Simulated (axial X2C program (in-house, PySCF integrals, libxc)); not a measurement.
# A two-component session on ClB: properties at the nuclei

Aim: properties at the nuclei of ClB, with spin–orbit coupling in the Hamiltonian from the start.

The runs use an in-house X2C program for linear molecules on PySCF integrals; two-component X2C with atomic mean-field terms, Cl dyall-av3z, B dyall-v3z.

All values are calculated.

### Step 1. Input

task.json reads:

```json
{"zs": [17, 5], "q": 0, "bas": ["dyall-av3z", "dyall-v3z"], "r0": 1.84, "levels": ["PBE0", "HF", "PBE50", "B3LYP", "r2SCAN"], "nst": 3}
```

Keys: zs atomic numbers; q charge; bas basis sets; r0 starting distance in Å; levels methods (HF also brings MP2); nst determinants followed.

The run is started by

```
> python soeom.py task.json out
```

Further steps of the session: Expectation values, lowest determinant; Expectation values, a higher determinant.

What does the calculation give? Wanted: lowest determinant; qzz Cl; qzz B; μ; higher determinant; Eeff magnitude; Ws magnitude Cl; A∥/gI Cl (for each run or level that gives them).

**Answer**, as computed:

| quantity | value |
| --- | --- |
| lowest determinant | Ω = 0 (closed shell) |
| qzz Cl (a.u.), PBE0 | 0.88 |
| qzz B (a.u.), PBE0 | -0.46 |
| μ (D), PBE0 | -1.54 |
| higher determinant | Ω = 2 (excess of +ω over −ω: ω = 1/2, ω = 3/2) |
| Eeff magnitude (GV/cm), PBE0, higher determinant | 0.081 |
| Ws magnitude Cl (kHz), PBE0, higher determinant | 0.0143 |
| A∥/gI Cl (MHz), PBE0, higher determinant | 85.8 |
| qzz Cl (a.u.), PBE0, higher determinant | 2.21 |

**Reading.** The expectation values come from single determinants, which for open shells can mix terms of unlike spin or miss the lowest Ω, so a determinant need not be a state. Eeff is the effective electric field on the electron dipole moment in this Ω state and Ws the scalar–pseudoscalar constant (defined with the proton number Z and per Ω); A∥ is the parallel hyperfine constant, which follows by multiplying with the nuclear g factor gI = μI/(I μN); qzz is the electric field gradient, eQq0 = 234.96 MHz × Q/barn × qzz; μ is positive if B is the positive end. The operators were transformed with the bare-nucleus X2C matrices.
